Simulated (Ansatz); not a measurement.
Write a Python script for the Ansatz DFT code, driven from Python that makes a rigid scan of one bond length of CH4S2, SMILES SCS. Use (for the species named): CAM-B3LYP, def2-SVP basis, multiplicity 1.

```yaml
atoms:
  - { symbol: S, position_ang: [-1.2370, 1.1167, -0.4614] }
  - { symbol: C, position_ang: [-0.0909, 0.1320, 0.3996] }
  - { symbol: S, position_ang: [1.1334, -0.4940, -0.7495] }
  - { symbol: H, position_ang: [-1.4516, 0.2927, -1.4595] }
  - { symbol: H, position_ang: [-0.6030, -0.7156, 0.8474] }
  - { symbol: H, position_ang: [0.3920, 0.7395, 1.1856] }
  - { symbol: H, position_ang: [1.9183, -1.1391, 0.1922] }
```

The script, `scan_ch4s2.py`:
```python
"""Potential curve of CH4S2 along one bond."""

import ansatz as az
import numpy as np

BASIS_SET = "def2-SVP"
XC = "CAM-B3LYP"

molecule = (
    az.Crystal.molecule()
    .atom("S", (-1.237, 1.1167, -0.4614))
    .atom("C", (-0.0909, 0.132, 0.3996))
    .atom("S", (1.1334, -0.494, -0.7495))
    .atom("H", (-1.4516, 0.2927, -1.4595))
    .atom("H", (-0.603, -0.7156, 0.8474))
    .atom("H", (0.392, 0.7395, 1.1856))
    .atom("H", (1.9183, -1.1391, 0.1922))
)

symbols = [site.symbol for site in molecule.cartesian_sites]
start = np.array([site.position_ang for site in molecule.cartesian_sites])
axis = (start[5] - start[1]) / np.linalg.norm(start[5] - start[1])
moving = [5]
lengths, energies = [0.972, 1.016, 1.06, 1.105, 1.149, 1.193, 1.237, 1.303], []
for length in lengths:
    xyz = start.copy()
    xyz[moving] += (length - np.linalg.norm(start[5] - start[1])) * axis
    point = az.Crystal.molecule()
    for symbol, place in zip(symbols, xyz):
        point = point.atom(symbol, place.tolist())
    job = (
        point.calculation()
        .basis(gaussian=BASIS_SET)
        .functional(XC)
    )
    report = job.run(threads=1).report
    energies.append(report["free_energy_ev"])
    print(f"r = {length:6.3f} A  E = {energies[-1]:.5f} eV  <S^2> = {abs(report['mean_field']['state']['spin_squared']):.3f}")

# quartic fit about the minimum
fit = np.polynomial.Polynomial.fit(lengths, np.array(energies) - min(energies), 4).convert()
roots = [r.real for r in fit.deriv().roots() if abs(r.imag) < 1e-9 and fit.deriv(2)(r.real) > 0]
r_e = min(roots, key=lambda r: abs(r - lengths[int(np.argmin(energies))]))
print(f"minimum of the fit at {r_e:.4f} A, force constant {fit.deriv(2)(r_e):.2f} eV/A^2")
```

```console
$ python scan_ch4s2.py
r =  0.972 A  E = -22764.32682 eV  <S^2> = 0.000
r =  1.016 A  E = -22764.53801 eV  <S^2> = 0.000
r =  1.060 A  E = -22764.64476 eV  <S^2> = 0.000
r =  1.105 A  E = -22764.66969 eV  <S^2> = 0.000
r =  1.149 A  E = -22764.63019 eV  <S^2> = 0.000
r =  1.193 A  E = -22764.54215 eV  <S^2> = 0.000
r =  1.237 A  E = -22764.41711 eV  <S^2> = 0.000
r =  1.303 A  E = -22764.17977 eV  <S^2> = 0.000
minimum of the fit at 1.0975 A, force constant 34.05 eV/A^2
```

Caveats:
- Total energies depend on the basis set; only differences at equal settings carry meaning.
- The rest of the molecule is held rigid at a force-field or estimated start geometry, and the basis set is modest; single-reference methods fail as a bond breaks.
- The orbitals are restricted, so S² is zero by construction.
- Finished in 15 s on 1 thread of Arm Neoverse V1 (shared host), peak memory 0.21 GiB.
